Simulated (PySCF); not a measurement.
## Working out the ionisation energy of Ne

Ne [Ne] (1S) → Ne⁺ [He] 2s2 2p5 (2P). Computed with PySCF 2.14 in x2c-TZVPPall, with the spin-free X2C one-electron Hamiltonian (Gaussian nucleus). Frozen: nothing. Energies in hartree (1 hartree = 27.21139 eV):

| part | Ne (lower) | Ne⁺ (upper) |
| --- | --- | --- |
| UHF | -128.678917 | -127.956669 |
| MP2 opposite-spin | -0.210343 | -0.163812 |
| MP2 same-spin | -0.070997 | -0.048708 |

Question: What does Hartree-Fock give?

Answer: (-127.956669) − (-128.678917) = 0.722248 hartree = 19.653 eV.

Question: What do MP2 and SCS-MP2 (6/5 opposite-spin, 1/3 same-spin) give?

Answer: The opposite-spin parts differ by 1.266 eV and the same-spin parts by 0.607 eV. MP2: 19.653 + (1.266) + (0.607) = 21.526 eV. SCS-MP2: 19.653 + 1.2 × (1.266) + (0.607)/3 = 21.375 eV.

Measured between the centres of the two terms (NIST): 21.597 eV, so MP2 (valence and next inner shell) is off by -0.071 eV.

What remains against the reference includes basis incompleteness and correlation beyond second order.
